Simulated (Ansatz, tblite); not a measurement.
# The cluster Al2Te2: competing shapes

Aim: relax the candidate shapes of the cluster Al2Te2 that a cheap search turned up, and see how the levels of theory order them.

Method: relaxed with B3LYP-D4/def2-SVP, singlet; program: Ansatz 0.2.0, Gaussian basis.

2 further runs of the same task are left out: 2 set aside as unsound or not needed. Runs told in other sessions of the task aren't counted.

### 1 The system as given

4 atoms, charge 0, spin multiplicity 1.

Atoms are counted from 1 here; the program's logs count them from 0.

Bond lengths: Al1–Te4 2.618 Å, Al2–Te3 2.407 Å, Al2–Te4 2.596 Å. Angles: Te3–Al2–Te4 170.2°, Al1–Te4–Al2 60.9°.

Coordinates:

```tsv
atom	x (Å)	y (Å)	z (Å)
Al1	-0.5688	-1.8273	0.7239
Al2	0.1428	0.5840	-0.0948
Te3	0.2067	2.6665	1.1102
Te4	0.2194	-1.4232	-1.7393
```

Te takes a core potential in the def2 sets. No spin-orbit coupling is included.

A search from random starts with GFN2-xTB found 4 distinct shapes; 2 go on here. The structure above is candidate A, which lies 0.00 eV above the lowest at that level; B lies 0.67 eV above the lowest at that level.

### 2 Relaxing candidate A

in.yaml

```yaml
crystal:
  periodic: [false, false, false]
  atoms:
    - {symbol: Al, position_ang: [-0.568850, -1.827330, 0.723950]}
    - {symbol: Al, position_ang: [0.142770, 0.583980, -0.094770]}
    - {symbol: Te, position_ang: [0.206650, 2.666510, 1.110160]}
    - {symbol: Te, position_ang: [0.219430, -1.423160, -1.739340]}
basis:
  gaussian: {orbitals: def2-SVP}
hamiltonian: {xc: {name: B3LYP}, dispersion: d4}
scf: {lower_state_search: "off"}
output: {orbitals: {seedname: orbitals}}
relax: {f_tol: 0.02, max_steps: 100}
```

Started as:

```console
> ansatz run in.yaml --threads 4 --pin off --events-out ev --progress --plain --max-ram 4787MiB
```

Output, cut to the lines that bear on the results:

```text
Functional definition: B3LYP
  name "B3LYP"
  cite "Stephens, Devlin, Chabalowski & Frisch, J. Phys. Chem. 98, 11623 (1994) doi:10.1021/j100096a001"
  cite "Becke, Phys. Rev. A 38, 3098 (1988) doi:10.1103/PhysRevA.38.3098"
  cite "Lee, Yang & Parr, Phys. Rev. B 37, 785 (1988) doi:10.1103/PhysRevB.37.785"
  cite "Vosko, Wilk & Nusair, Can. J. Phys. 58, 1200 (1980) doi:10.1139/p80-159"
[...]
1093 factors; integrals over basis functions are off by at most 3.0e-4 eV
[...]
mean field -27783.76417342 eV, -1021.0345008615 hartree, gradient 1.6e-6 eV, S^2 0.000000; 0 other end points of the search recorded, 0 dependent functions left out
[...]
reference -27783.76440089 eV, -1021.0345092209 hartree; 37, 37 occupied and 51, 51 virtual orbitals, 1093 factors
relax step   1: F+E_penalty+E_count = -27784.09299243 eV  Δ(F+E_penalty+E_count) = +0.000e0 eV  max|allowed force component| = 8.866e-1 eV/Å  Δτ_max = 0.0000 Å  (17 SCF iters, accepted)
[...]
relax step   6: F+E_penalty+E_count = -27784.55996729 eV  Δ(F+E_penalty+E_count) = -8.017e-3 eV  max|allowed force component| = 5.869e-2 eV/Å  Δτ_max = 0.0883 Å  (21 SCF iters, accepted)
[...]
relax step  11: F+E_penalty+E_count = -27784.71777727 eV  Δ(F+E_penalty+E_count) = -1.745e-2 eV  max|allowed force component| = 1.436e-1 eV/Å  Δτ_max = 0.1300 Å  (21 SCF iters, accepted)
[...]
relax step  16: F+E_penalty+E_count = -27784.73523786 eV  Δ(F+E_penalty+E_count) = -1.020e-2 eV  max|allowed force component| = 4.156e-1 eV/Å  Δτ_max = 0.0938 Å  (20 SCF iters, accepted)
[...]
relax step  20: F+E_penalty+E_count = -27784.84586735 eV  Δ(F+E_penalty+E_count) = -2.883e-2 eV  max|allowed force component| = 1.312e-1 eV/Å  Δτ_max = 0.0735 Å  (22 SCF iters, accepted)
[...]
relax step  21: F+E_penalty+E_count = -27784.84842336 eV  Δ(F+E_penalty+E_count) = -2.556e-3 eV  max|allowed force component| = 3.466e-3 eV/Å  Δτ_max = 0.0167 Å  (22 SCF iters, accepted)
Total energy: -27784.84864000 eV, -1021.0743542731 hartree
Atom 0 at    -0.513720    -1.105138     1.034657 Å, force     0.002743     0.000150     0.002401 eV/Å
Atom 1 at     0.510997     1.105850    -1.035807 Å, force     0.002922     0.000068     0.001717 eV/Å
Atom 2 at    -0.134913     1.416279     1.445826 Å, force    -0.003024     0.000980    -0.000652 eV/Å
Atom 3 at     0.137636    -1.416991    -1.444676 Å, force    -0.002641    -0.001198    -0.003466 eV/Å
Dipole moment:    -0.001075    -0.000043    -0.000253 e Å
Checks for a lower state left out: stability, starts, cluster_reference, orbital_swaps, neighbouring_geometries, increment
```

Wall time 26 s (4 threads of Arm Neoverse V1, shared host).

Along the way: (the energy doesn't fall at every step)

```tsv
step	energy from step 1 (eV)	largest force component (eV/Å)
1	0.0000	0.8866
2	-0.1966	0.4875
3	-0.4122	0.3854
4	-0.4509	0.1300
5	-0.4590	0.0686
6	-0.4670	0.0587
7	-0.4753	0.1371
8	-0.5010	0.2295
9	-0.5517	0.2006
10	-0.6073	0.2210
11	-0.6248	0.1436
12	-0.6282	0.1546
13	-0.6275	0.2071
14	-0.6307	0.0564
15	-0.6320	0.0624
16	-0.6422	0.4156
17	-0.6181	1.1809
18	-0.6833	0.5223
19	-0.7240	0.5078
20	-0.7529	0.1312
21	-0.7554	0.0035
```

Close pairs (by a distance rule), those that changed most:

```tsv
bond	before (Å)	after (Å)	change (Å)
Al1–Te3	4.577	2.583	-1.994
Al1–Al2	2.644	3.198	+0.554
Al2–Te3	2.407	2.583	+0.176
Al1–Te4	2.618	2.582	-0.035
Al2–Te4	2.596	2.583	-0.013
```

### 3 Relaxing candidate B

in.yaml

```yaml
crystal:
  periodic: [false, false, false]
  atoms:
    - {symbol: Al, position_ang: [-0.278650, 1.522870, 0.781860]}
    - {symbol: Al, position_ang: [-1.576200, -0.187000, -0.721170]}
    - {symbol: Te, position_ang: [0.885820, -0.653740, -1.404590]}
    - {symbol: Te, position_ang: [0.969030, -0.682130, 1.343900]}
basis:
  gaussian: {orbitals: def2-SVP}
hamiltonian: {xc: {name: B3LYP}, dispersion: d4}
scf: {lower_state_search: "off"}
output: {orbitals: {seedname: orbitals}}
relax: {f_tol: 0.02, max_steps: 100}
```

The command is unchanged.

Output, cut to the lines that bear on the results:

```text
Functional definition: B3LYP
  name "B3LYP"
  cite "Stephens, Devlin, Chabalowski & Frisch, J. Phys. Chem. 98, 11623 (1994) doi:10.1021/j100096a001"
  cite "Becke, Phys. Rev. A 38, 3098 (1988) doi:10.1103/PhysRevA.38.3098"
  cite "Lee, Yang & Parr, Phys. Rev. B 37, 785 (1988) doi:10.1103/PhysRevB.37.785"
  cite "Vosko, Wilk & Nusair, Can. J. Phys. 58, 1200 (1980) doi:10.1139/p80-159"
[...]
1093 factors; integrals over basis functions are off by at most 3.0e-4 eV
[...]
mean field -27783.30025354 eV, -1021.0174521204 hartree, gradient 3.9e-6 eV, S^2 0.000000; 0 other end points of the search recorded, 0 dependent functions left out
[...]
reference -27783.30047049 eV, -1021.0174600932 hartree; 37, 37 occupied and 51, 51 virtual orbitals, 1093 factors
[...]
relax step  10: F+E_penalty+E_count = -27784.24709949 eV  Δ(F+E_penalty+E_count) = -1.043e-2 eV  max|allowed force component| = 3.346e-2 eV/Å  Δτ_max = 0.0793 Å  (19 SCF iters, accepted)
[...]
relax step  11: F+E_penalty+E_count = -27784.24839967 eV  Δ(F+E_penalty+E_count) = -1.300e-3 eV  max|allowed force component| = 7.696e-3 eV/Å  Δτ_max = 0.0181 Å  (21 SCF iters, accepted)
Total energy: -27784.24862037 eV, -1021.0523039584 hartree
Atom 0 at     0.568604     1.971948     0.726762 Å, force    -0.003274    -0.000877     0.002830 eV/Å
Atom 1 at    -1.727456    -1.134429    -0.685156 Å, force     0.000115     0.003467    -0.001966 eV/Å
Atom 2 at     0.832689    -0.002557    -1.337741 Å, force     0.000308    -0.003226    -0.007696 eV/Å
Atom 3 at     0.326163    -0.834962     1.296136 Å, force     0.002851     0.000636     0.006831 eV/Å
Dipole moment:    -0.185951     0.134247     0.006525 e Å
Checks for a lower state left out: stability, starts, cluster_reference, orbital_swaps, neighbouring_geometries, increment
```

Wall time 14 s (4 threads of Arm Neoverse V1, shared host).

The steps of the relaxation:

```tsv
step	energy from step 1 (eV)	largest force component (eV/Å)
1	0.0000	1.1351
2	-0.1039	0.7663
3	-0.1806	0.1726
4	-0.1967	0.0707
5	-0.2039	0.0669
6	-0.2983	0.1953
7	-0.3279	0.3712
8	-0.4001	0.2551
9	-0.4829	0.1094
10	-0.4933	0.0335
11	-0.4946	0.0077
```

Distances of close pairs at the start and the end, largest changes first:

```tsv
bond	before (Å)	after (Å)	change (Å)
Al1–Al2	2.620	4.113	+1.492
Al2–Te4	3.315	2.869	-0.446
Al1–Te3	3.298	2.869	-0.429
Al1–Te4	2.595	2.874	+0.279
Al2–Te3	2.597	2.874	+0.277
Te3–Te4	2.750	2.808	+0.058
```

Contacts that opened: Al1–Al2 2.62 to 4.11 Å.

### 4 The relaxed candidates

```tsv
candidate	point group	bonds (count, mean Å)	energy above the lowest (kcal/mol)
A	D2h	Al–Te 4, 2.58	0.0
B	C2v	Al–Te 4, 2.87; Te–Te 1, 2.81	13.8
```

### 5 Candidate B, GFN1-xTB

Tight binding, by tblite at 300 K electronic temperature and without a spin-polarisation term:

```python
tblite.interface.Calculator('GFN1-xTB', numbers, positions, charge=0, uhf=0).singlepoint()
```

Energy -279.1405 eV, HOMO -9.30 eV, LUMO -6.59 eV; 0.005 s.

### 6 Candidate B, GFN2-xTB

Tight binding, by tblite at 300 K electronic temperature and without a spin-polarisation term:

```python
tblite.interface.Calculator('GFN2-xTB', numbers, positions, charge=0, uhf=0).singlepoint()
```

Energy -224.1499 eV, HOMO -7.96 eV, LUMO -5.78 eV; 0.006 s.

### 7 Candidate B, PBE0-D4/def2-TZVP

start.molden holds the orbitals of an earlier run on this state, given as this run's starting guess.

in.yaml

```yaml
crystal:
  periodic: [false, false, false]
  atoms:
    - {symbol: Al, position_ang: [0.568604, 1.971948, 0.726762]}
    - {symbol: Al, position_ang: [-1.727456, -1.134429, -0.685156]}
    - {symbol: Te, position_ang: [0.832689, -0.002557, -1.337741]}
    - {symbol: Te, position_ang: [0.326163, -0.834962, 1.296136]}
basis:
  gaussian: {orbitals: def2-TZVP, initial_orbitals: start.molden}
hamiltonian: {xc: pbe0, dispersion: d4}
scf: {omitted_lower_state_checks: [starts]}
output: {orbitals: {seedname: orbitals}}
```

The command is unchanged.

Output:

```text
Functional definition: PBE0
  name "PBE0"
  cite "Adamo & Barone, J. Chem. Phys. 110, 6158 (1999) doi:10.1063/1.478522"
  cite "Perdew, Burke & Ernzerhof, Phys. Rev. Lett. 77, 3865 (1996) doi:10.1103/PhysRevLett.77.3865"
  parent pbe
  parameter a = 0.25
  parameter kappa = 0.804
  parameter beta = 0.06672455060314922
  exchange = (1 - a)*pbe_x(kappa = kappa, mu = beta*pi^2/3) + a*exact_x
  correlation = pbe_c(beta = beta)
these checks for a lower state are left out or cut short: starts
1434 factors; their error is unknown
mean field evaluation 1: about -27776.3295 eV, gradient 7.8e1 eV
mean field evaluation 2: about -27777.3828 eV, gradient 1.7e0 eV
mean field evaluation 4: about -27777.6990 eV, gradient 7.0e-1 eV
mean field evaluation 8: about -27777.6995 eV, gradient 1.5e-5 eV
mean field -27777.69949239 eV, -1020.8116279445 hartree, gradient 1.5e-5 eV, S^2 0.000000; 0 other end points of the search recorded, 0 dependent functions left out
reference -27777.69951778 eV, -1020.8116288774 hartree; 37, 37 occupied and 137, 137 virtual orbitals, 1434 factors
Total energy: -27777.93916115 eV, -1020.8204356089 hartree
Checks for a lower state left out: starts
```

Wall time 2.7 s (4 threads of Arm Neoverse V1, shared host).

HOMO -6.08 eV, LUMO -2.50 eV.

### 8 Candidate B, PBE-D4/def2-TZVP

Edit in.yaml of step 7 so:

```diff
@@ -9,4 +9,4 @@
   gaussian: {orbitals: def2-TZVP, initial_orbitals: start.molden}
-hamiltonian: {xc: pbe0, dispersion: d4}
+hamiltonian: {xc: pbe, dispersion: d4}
 scf: {omitted_lower_state_checks: [starts]}
-output: {orbitals: {seedname: orbitals}}
+output: {forces: true, orbitals: {seedname: orbitals}}
```

Launched as before.

Output, cut to the lines that bear on the results:

```text
Functional definition: PBE
  name "PBE"
  cite "Perdew, Burke & Ernzerhof, Phys. Rev. Lett. 77, 3865 (1996) doi:10.1103/PhysRevLett.77.3865"
  parent pbe
[...]
1290 factors; their error is unknown
[...]
mean field -27775.74706635 eV, -1020.7398776107 hartree, gradient 1.7e-5 eV, S^2 0.000000; 0 other end points of the search recorded, 0 dependent functions left out
[...]
reference -27775.74710018 eV, -1020.7398788540 hartree; 37, 37 occupied and 137, 137 virtual orbitals, 1290 factors
Total energy: -27776.02670698 eV, -1020.7501542144 hartree
Atom 0 at     0.568604     1.971948     0.726762 Å, force    -0.009285    -0.202849    -0.060744 eV/Å
Atom 1 at    -1.727456    -1.134429    -0.685156 Å, force     0.192888     0.070493     0.054914 eV/Å
Atom 2 at     0.832689    -0.002557    -1.337741 Å, force    -0.152153    -0.032644     0.298841 eV/Å
Atom 3 at     0.326163    -0.834962     1.296136 Å, force    -0.031450     0.165000    -0.293011 eV/Å
Dipole moment:    -0.130838     0.094435     0.004559 e Å
Checks for a lower state left out: starts
```

It took 1.9 s on 4 threads of Arm Neoverse V1, shared host.

From the report: HOMO -5.27 eV, LUMO -3.21 eV.

### 9 Candidate B, r2SCAN-D4/def2-TZVP

Edit in.yaml of step 8 so:

```diff
@@ -9,4 +9,4 @@
   gaussian: {orbitals: def2-TZVP, initial_orbitals: start.molden}
-hamiltonian: {xc: pbe, dispersion: d4}
+hamiltonian: {xc: r2scan, dispersion: d4}
 scf: {omitted_lower_state_checks: [starts]}
-output: {forces: true, orbitals: {seedname: orbitals}}
+output: {orbitals: {seedname: orbitals}}
```

The command is unchanged.

Output:

```text
Functional definition: r2SCAN
  name "r2SCAN"
  cite "Furness, Kaplan, Ning, Perdew & Sun, J. Phys. Chem. Lett. 11, 8208 (2020) doi:10.1021/acs.jpclett.0c02405"
  cite "Furness, Kaplan, Ning, Perdew & Sun, J. Phys. Chem. Lett. 11, 9248 (2020) doi:10.1021/acs.jpclett.0c03077"
  parent r2scan
  parameter k0 = 0.174
  parameter k1 = 0.065
  parameter a1 = 4.9479
  exchange = r2scan_x(k0 = k0, k1 = k1, a1 = a1)
  correlation = r2scan_c
these checks for a lower state are left out or cut short: starts
1290 factors; their error is unknown
mean field evaluation 1: about -27787.4680 eV, gradient 7.6e0 eV
mean field evaluation 2: about -27787.5216 eV, gradient 8.2e-2 eV
mean field evaluation 4: about -27787.2617 eV, gradient 7.2e-4 eV
mean field -27787.26173774 eV, -1021.1630339795 hartree, gradient 1.3e-5 eV, S^2 0.000000; 0 other end points of the search recorded, 0 dependent functions left out
reference -27787.26174756 eV, -1021.1630343405 hartree; 37, 37 occupied and 137, 137 virtual orbitals, 1290 factors
Total energy: -27787.31034709 eV, -1021.1648203400 hartree
Checks for a lower state left out: starts
```

It took 3.7 s on 4 threads of Arm Neoverse V1, shared host.

HOMO -5.43 eV, LUMO -3.19 eV.

### 10 Candidate B, LDA/def2-TZVP

Edit in.yaml of step 9 so:

```diff
@@ -9,3 +9,3 @@
   gaussian: {orbitals: def2-TZVP, initial_orbitals: start.molden}
-hamiltonian: {xc: r2scan, dispersion: d4}
+hamiltonian: {xc: lda}
 scf: {omitted_lower_state_checks: [starts]}
```

Launched as before.

Output:

```text
Functional definition: SPW92
  name "SPW92"
  cite "Dirac, Proc. Camb. Phil. Soc. 26, 376 (1930) doi:10.1017/S0305004100016108"
  cite "Slater, Phys. Rev. 81, 385 (1951) doi:10.1103/PhysRev.81.385"
  cite "Perdew & Wang, Phys. Rev. B 45, 13244 (1992) doi:10.1103/PhysRevB.45.13244"
  exchange = slater_x
  correlation = pw_c
these checks for a lower state are left out or cut short: starts
1290 factors; their error is unknown
mean field evaluation 1: about -27705.6436 eV, gradient 2.2e1 eV
mean field evaluation 2: about -27705.9902 eV, gradient 4.1e-1 eV
mean field evaluation 4: about -27705.7394 eV, gradient 7.5e-1 eV
mean field evaluation 8: about -27705.7396 eV, gradient 1.8e-5 eV
mean field -27705.73959574 eV, -1018.1671505187 hartree, gradient 1.8e-5 eV, S^2 0.000000; 0 other end points of the search recorded, 0 dependent functions left out
reference -27705.73962790 eV, -1018.1671517005 hartree; 37, 37 occupied and 137, 137 virtual orbitals, 1290 factors
Total energy: -27705.73962790 eV, -1018.1671517005 hartree
Checks for a lower state left out: starts
```

It took 1 s on 4 threads of Arm Neoverse V1, shared host.

Report: HOMO -5.40 eV, LUMO -3.40 eV.

### 11 Candidate B, B3LYP-D4/def2-TZVP

Edit in.yaml of step 10 so:

```diff
@@ -9,3 +9,3 @@
   gaussian: {orbitals: def2-TZVP, initial_orbitals: start.molden}
-hamiltonian: {xc: lda}
+hamiltonian: {xc: {name: B3LYP}, dispersion: d4}
 scf: {omitted_lower_state_checks: [starts]}
```

Launched as before.

Output, cut to the lines that bear on the results:

```text
Functional definition: B3LYP
  name "B3LYP"
  cite "Stephens, Devlin, Chabalowski & Frisch, J. Phys. Chem. 98, 11623 (1994) doi:10.1021/j100096a001"
  cite "Becke, Phys. Rev. A 38, 3098 (1988) doi:10.1103/PhysRevA.38.3098"
  cite "Lee, Yang & Parr, Phys. Rev. B 37, 785 (1988) doi:10.1103/PhysRevB.37.785"
  cite "Vosko, Wilk & Nusair, Can. J. Phys. 58, 1200 (1980) doi:10.1139/p80-159"
[...]
1364 factors; their error is unknown
[...]
mean field -27789.00912684 eV, -1021.2272493445 hartree, gradient 2.5e-5 eV, S^2 0.000000; 0 other end points of the search recorded, 0 dependent functions left out
reference -27789.00934926 eV, -1021.2272575182 hartree; 37, 37 occupied and 137, 137 virtual orbitals, 1364 factors
Total energy: -27789.48170252 eV, -1021.2446161804 hartree
Checks for a lower state left out: starts
```

Run time: 2.6 s. Hardware: 4 threads of Arm Neoverse V1, shared host.

Report: HOMO -5.89 eV, LUMO -2.62 eV.

### 12 Candidate B, CCSD(T)/def2-TZVPP

Edit in.yaml of step 11 so:

```diff
@@ -8,4 +8,4 @@
 basis:
-  gaussian: {orbitals: def2-TZVP, initial_orbitals: start.molden}
-hamiltonian: {xc: {name: B3LYP}, dispersion: d4}
+  gaussian: {orbitals: def2-TZVPP, initial_orbitals: start.molden}
+correlation: {method: ccsd_t}
 scf: {omitted_lower_state_checks: [starts]}
```

Same command.

Output, cut to the lines that bear on the results:

```text
Functional definition: HF
  name "HF"
  cite "Fock, Z. Phys. 61, 126 (1930) doi:10.1007/BF01340294"
  parent pbe
[...]
1472 factors; integrals over basis functions are off by at most 6.1e-4 eV
[...]
mean field -27699.49019749 eV, -1017.9374893691 hartree, gradient 1.1e-6 eV, S^2 0.000000; 0 other end points of the search recorded, 0 dependent functions left out
18 core orbitals not correlated: weight in the atoms' cores, before any rotation towards them, 1.000 or more for the frozen orbitals, at most 0.000 for the correlated occupied ones
reference -27699.49019749 eV, -1017.9374893691 hartree; 19, 19 occupied and 147, 147 virtual orbitals, 1472 factors
second order -28.46272528 eV of doubles, -0.00000000 eV of singles
cycle   1  -26.32866793 eV  change     2.1e0 eV  update   1.5e-1
[...]
cycle  11  -27.27788839 eV  change    5.3e-6 eV  update   2.5e-5
perturbative correction -0.97503013 eV, -0.0358316962 hartree
Total energy: -27727.74311601 eV, -1018.9757649741 hartree
Checks for a lower state left out: starts
```

Run time: 66 s. Hardware: 4 threads of Arm Neoverse V1, shared host; peak memory 2.1 GiB.

Hartree-Fock HOMO -7.78 eV, LUMO 0.36 eV; T1 0.013.

### 13 B against A

The energies of A at these levels come from its own runs, whose logs aren't repeated here.

```tsv
method	B above A (kcal/mol)	from CCSD(T)/def2-TZVPP (kcal/mol)	time
GFN1-xTB	-20.5	-38.9	0.009 s
GFN2-xTB	17.1	-1.3	0.013 s
HF/def2-TZVPP	7.2	-11.2	
LDA/def2-TZVP	18.2	-0.2	2 s
PBE-D4/def2-TZVP	15.6	-2.8	3.9 s
r2SCAN-D4/def2-TZVP	21.4	+3.0	7.5 s
B3LYP-D4/def2-TZVP	13.0	-5.4	5.2 s
PBE0-D4/def2-TZVP	15.2	-3.2	5.9 s
MP2/def2-TZVPP	22.3	+3.9	
CCSD/def2-TZVPP	14.7	-3.7	
CCSD(T)/def2-TZVPP	18.4	0	2.3 min
```

Among the levels timed on like hardware and quicker than the yardstick, those that no quicker one beats, quickest first: GFN1-xTB (0.009 s, -38.9 kcal/mol); GFN2-xTB (0.013 s, -1.3 kcal/mol); LDA/def2-TZVP (2 s, -0.2 kcal/mol).

Times add the two runs; a level without a time comes out of a correlated run. The closed-shell reference under CCSD(T)/def2-TZVPP is unstable towards broken spin symmetry, which adds to the doubt on it.

### 14 Outcome

| quantity | value |
| --- | --- |
| B above A, CCSD(T)/def2-TZVPP | +18.4 kcal/mol |
| levels that put B lower | GFN1-xTB |

What this shows: The levels disagree on B and A: 1 of 11 put B lower. CCSD(T)/def2-TZVPP isn't at the basis-set limit; small misses against it rank nothing. A random search of this size may have missed the true lowest shape. Only singlets are compared; another spin may lie lower and prefer another shape.
